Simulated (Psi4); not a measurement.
# CCl3F (trichlorofluoromethane) at CCSD/6-31G(d) (spherical functions)

What is the vertical singlet–triplet gap of CCl3F (trichlorofluoromethane) at CCSD/6-31G* (spherical functions)? 

The calculation is run with Psi4 1.11.

### 1 The system as given

The species is CCl3F (5 atoms), meant as a singlet with charge 0. As SMILES, `FC(Cl)(Cl)Cl`. The coordinates come from a PBE0-D4/def2-TZVP relaxation.

Bond lengths: F1–C2 1.333 Å, C2–Cl3 1.760 Å, C2–Cl4 1.760 Å, C2–Cl5 1.760 Å. Angles: F1–C2–Cl3 108.5°, F1–C2–Cl4 108.5°, F1–C2–Cl5 108.5°, Cl3–C2–Cl4 110.4°, Cl3–C2–Cl5 110.4°, Cl4–C2–Cl5 110.4°.

### 2 The energy at CCSD/6-31G(d) (spherical functions)

Contents of calc.py:

```python
import psi4

psi4.set_memory('2200 MB')
psi4.set_num_threads(1)
psi4.core.set_output_file('output.dat', False)

geom = psi4.geometry("""
0 1
F      0.911880    -0.820730     0.677360
C      0.044670    -0.040210     0.033190
Cl    -1.384510     0.157610     1.040990
Cl    -0.379970    -0.814480    -1.489160
Cl     0.807920     1.517810    -0.262390
symmetry c1
no_reorient
no_com
""")

psi4.set_options({
    'basis': '6-31G*',
    'reference': 'rhf',
    'puream': True,
    'e_convergence': 1e-09,
    'd_convergence': 1e-08,
    'scf_type': 'pk',
    'num_frozen_docc': 17,
})

E = psi4.energy("ccsd")
print(f'total energy {E:.8f} hartree = {E * 27.211386:.5f} eV')
for k, v in sorted(psi4.core.scalar_variables().items()):
    print(f'{k:45s} {v:18.10f}')
```

Started as:

```
$ python calc.py
```

output.dat:

```text
[...]
  Running in c1 symmetry.
[...]
  Nuclear repulsion =  368.460948749158433
[...]
  Multiplicity = 1
[...]
  Nalpha       = 33
  Nbeta        = 33
[...]
    Number of basis functions: 82
[...]
   @RHF iter   1: -1515.54726403449990    6.28295e-02   6.66367e-03 ADIIS/DIIS
[...]
   @RHF iter  11: -1515.70497815312001   -1.20508e-11   5.93532e-09 DIIS
[...]
    Orbital Energies [Eh]
    ---------------------
    Doubly Occupied:
       1A   -104.860043     2A   -104.860042     3A   -104.860019
       4A    -26.363932     5A    -11.524406     6A    -10.600783
       7A    -10.600782     8A    -10.600754     9A     -8.069339
      10A     -8.069328    11A     -8.069326    12A     -8.065385
      13A     -8.065384    14A     -8.065379    15A     -8.065355
      16A     -8.065353    17A     -8.065353    18A     -1.696392
      19A     -1.253160    20A     -1.138781    21A     -1.138779
      22A     -0.899968    23A     -0.766274    24A     -0.766274
      25A     -0.746402    26A     -0.608900    27A     -0.608900
      28A     -0.527066    29A     -0.512128    30A     -0.512127
      31A     -0.479412    32A     -0.479411    33A     -0.464432
[...]
  @RHF Final Energy: -1515.70497815312001
   => Energetics <=
    Nuclear Repulsion Energy =            368.4609487491584332
    One-Electron Energy =               -2829.3931119452654457
    Two-Electron Energy =                 945.2271850429868891
    Total Energy =                      -1515.7049781531200097
[...]
 Multipole Moments:
 ------------------------------------------------------------------------------------
     Multipole            Electronic (a.u.)      Nuclear  (a.u.)        Total (a.u.)
 ------------------------------------------------------------------------------------
 L = 1.  Multiply by 2.5417464519 to convert [e a0] to [Debye]
 Dipole X            :         14.5947203          -14.7145037           -0.1197833
 Dipole Y            :        -13.1356787           13.2434841            0.1078054
 Dipole Z            :         10.8414874          -10.9304405           -0.0889531
 Magnitude           :                                                    0.1840725
[...]
      * MP2 total energy                      = -1516.394618095983105
[...]
      * CCSD total energy                     = -1516.430882045147200
```

The script printed:

```text
total energy -1516.43088205 hartree = -41264.18607 eV
CC D1 DIAGNOSTIC                                    0.0285220933
CC D2 DIAGNOSTIC                                    0.1486647784
CC NEW D1 DIAGNOSTIC                                0.0285220933
CC T1 DIAGNOSTIC                                    0.0101521795
CCSD CORRELATION ENERGY                            -0.7259038920
CCSD DOUBLES ENERGY                                -0.7259038920
CCSD ITERATIONS                                    17.0000000000
CCSD OPPOSITE-SPIN CORRELATION ENERGY              -0.5511181856
CCSD SAME-SPIN CORRELATION ENERGY                  -0.1747857064
CCSD SINGLES ENERGY                                 0.0000000000
CCSD TOTAL ENERGY                               -1516.4308820451
CURRENT CORRELATION ENERGY                         -0.7259038920
CURRENT ENERGY                                  -1516.4308820451
CURRENT REFERENCE ENERGY                        -1515.7049781531
DD SOLVATION ENERGY                                 0.0000000000
HF KINETIC ENERGY                                1516.1447621591
HF POTENTIAL ENERGY                             -3031.8497403123
HF TOTAL ENERGY                                 -1515.7049781531
HF VIRIAL RATIO                                     1.9997099327
MP2 CORRELATION ENERGY                             -0.6896399429
MP2 DOUBLES ENERGY                                 -0.6896399429
MP2 OPPOSITE-SPIN CORRELATION ENERGY               -0.4995324428
MP2 SAME-SPIN CORRELATION ENERGY                   -0.1901075001
MP2 SINGLES ENERGY                                 -0.0000000000
MP2 TOTAL ENERGY                                -1516.3946180960
NUCLEAR REPULSION ENERGY                          368.4609487492
ONE-ELECTRON ENERGY                             -2829.3931119453
PCM POLARIZATION ENERGY                             0.0000000000
PE ENERGY                                           0.0000000000
SCF ITERATION ENERGY                            -1515.7049781531
SCF ITERATIONS                                     11.0000000000
SCF TOTAL ENERGY                                -1515.7049781531
TWO-ELECTRON ENERGY                               945.2271850430
```

It took 40 s on 1 thread of Intel Xeon at 2.50GHz (Skylake/Cascade Lake), shared host; peak memory 0.43 GiB.

### 3 The triplet at the same level

Contents of input.json:

```json
{
 "schema_name": "qcschema_input",
 "schema_version": 1,
 "molecule": {
  "schema_name": "qcschema_molecule",
  "schema_version": 2,
  "symbols": ["F", "C", "Cl", "Cl", "Cl"],
  "geometry": [1.72320346, -1.55095492, 1.28002489, 0.08441407, -0.07598589, 0.06272001, -2.61634472, 0.29783973, 1.967186, -0.71803924, -1.53914413, -2.81410456, 1.52674753, 2.86824521, -0.49584524],
  "molecular_charge": 0,
  "molecular_multiplicity": 3,
  "fix_symmetry": "c1",
  "fix_com": true,
  "fix_orientation": true
 },
 "driver": "energy",
 "model": {
  "method": "ccsd",
  "basis": "6-31G*"
 },
 "keywords": {
  "reference": "uhf",
  "puream": true,
  "e_convergence": 1e-09,
  "d_convergence": 1e-08,
  "scf_type": "pk",
  "num_frozen_docc": 17,
  "maxiter": 100
 }
}
```

Started as:

```
$ psi4 --qcschema input.json -n 1 --memory 2200MB
```

stdout:

```text
[...]
  Running in c1 symmetry.
[...]
  Nuclear repulsion =  368.460948696479875
[...]
  Multiplicity = 3
[...]
  Nalpha       = 34
  Nbeta        = 32
[...]
    Number of basis functions: 82
[...]
   @UHF iter   1: -1515.35206877147357    2.58025e-01   4.80008e-03 DIIS/ADIIS
[...]
   @UHF iter  17: -1515.43201412535086    1.81899e-12   5.26271e-09 DIIS
[...]
   @S^2 Observed:                2.033124295E+00
[...]
    Orbital Energies [Eh]
    ---------------------
    Alpha Occupied:
       1A   -104.881416     2A   -104.881413     3A   -104.881391
       4A    -26.364414     5A    -11.472416     6A    -10.620332
       7A    -10.620330     8A    -10.620313     9A     -8.093430
      10A     -8.093427    11A     -8.093420    12A     -8.089530
      13A     -8.089521    14A     -8.089518    15A     -8.082402
      16A     -8.082399    17A     -8.082397    18A     -1.695147
      19A     -1.279223    20A     -1.170774    21A     -1.170771
      22A     -0.920875    23A     -0.783749    24A     -0.769093
      25A     -0.769092    26A     -0.628667    27A     -0.628666
      28A     -0.548580    29A     -0.548578    30A     -0.542668
      31A     -0.512376    32A     -0.502460    33A     -0.502458
      34A     -0.209350
[...]
  @UHF Final Energy: -1515.43201412535086
   => Energetics <=
    Nuclear Repulsion Energy =            368.4609486964798748
    One-Electron Energy =               -2828.7737878245447973
    Two-Electron Energy =                 944.8808250027138911
    Total Energy =                      -1515.4320141253508609
  UHF NO Occupations:
  HONO-2 :   32  A 1.9961571
  HONO-1 :   33  A 1.0000000
[...]
 Multipole Moments:
 ------------------------------------------------------------------------------------
     Multipole            Electronic (a.u.)      Nuclear  (a.u.)        Total (a.u.)
 ------------------------------------------------------------------------------------
 L = 1.  Multiply by 2.5417464519 to convert [e a0] to [Debye]
 Dipole X            :         14.6577408          -14.7145037           -0.0567629
 Dipole Y            :        -13.1923408           13.2434841            0.0511434
 Dipole Z            :         10.8882715          -10.9304405           -0.0421691
 Magnitude           :                                                    0.0872692
[...]
      * MP2 total energy                      = -1516.153662394146522
[...]
      * CCSD total energy                     = -1516.183056206584524
[...]
```

The result, in JSON:

```text
{
 "driver": "energy",
 "model": {
  "method": "ccsd",
  "basis": "6-31G*"
 },
 "success": true,
 "return_result": -1516.1830562065845,
 "properties": {
  "calcinfo_nbasis": 82,
  "calcinfo_nmo": 82,
  "calcinfo_nalpha": 34,
  "calcinfo_nbeta": 32,
  "calcinfo_natom": 5,
  "nuclear_repulsion_energy": 368.4609486964799,
  "return_energy": -1516.1830562065845,
  "scf_one_electron_energy": -2828.773787824545,
  "scf_two_electron_energy": 944.8808250027139,
  "scf_dipole_moment": [-0.05676293386423126, 0.05114339392894607, -0.04216907189097974],
  "scf_total_energy": -1515.4320141253509,
  "scf_iterations": 17,
  "mp2_same_spin_correlation_energy": -0.20641233765767864,
  "mp2_opposite_spin_correlation_energy": -0.5152359311345609,
  "mp2_singles_energy": -1.0257022064632172e-27,
  "mp2_doubles_energy": -0.7216482687922395,
  "mp2_correlation_energy": -0.7216482687922395,
  "mp2_total_energy": -1516.1536623941465,
  "ccsd_same_spin_correlation_energy": -0.18705191018702647,
  "ccsd_opposite_spin_correlation_energy": -0.563990171043295,
  "ccsd_singles_energy": 1.336259721331662e-16,
  "ccsd_doubles_energy": -0.7510420812303215,
  "ccsd_correlation_energy": -0.7510420812303213,
  "ccsd_total_energy": -1516.1830562065845,
  "ccsd_iterations": 26
 }
}
```

Wall time 2 min (1 thread of Intel Xeon at 2.50GHz (Skylake/Cascade Lake), shared host); peak memory 0.43 GiB.

### 4 Outcome

Level: CCSD/6-31G* (spherical functions), 17 core orbitals frozen.

```
                                                           quantity           value
                                              singlet: total energy  -1516.43088 Eh
                       singlet: HOMO energy (Hartree–Fock orbitals)       -12.64 eV
                       singlet: LUMO energy (Hartree–Fock orbitals)         2.94 eV
                     singlet: HOMO–LUMO gap (Hartree–Fock orbitals)        15.58 eV
              singlet: correlation energy (17 core orbitals frozen)      -725.9 mEh
                                             singlet: T1 diagnostic           0.010
                                              triplet: total energy  -1516.18306 Eh
triplet: HOMO energy (Hartree–Fock orbitals) (highest over α and β)        -5.70 eV
 triplet: LUMO energy (Hartree–Fock orbitals) (lowest over α and β)        -4.84 eV
              triplet: correlation energy (17 core orbitals frozen)      -751.0 mEh
                         triplet: ⟨S²⟩ of the reference determinant           2.033
                                             triplet: T1 diagnostic           0.021
                   vertical energy of the triplet above the singlet        6.744 eV
```

What this shows: At this shape the triplet lies 6.74 eV (651 kJ/mol) above the singlet.
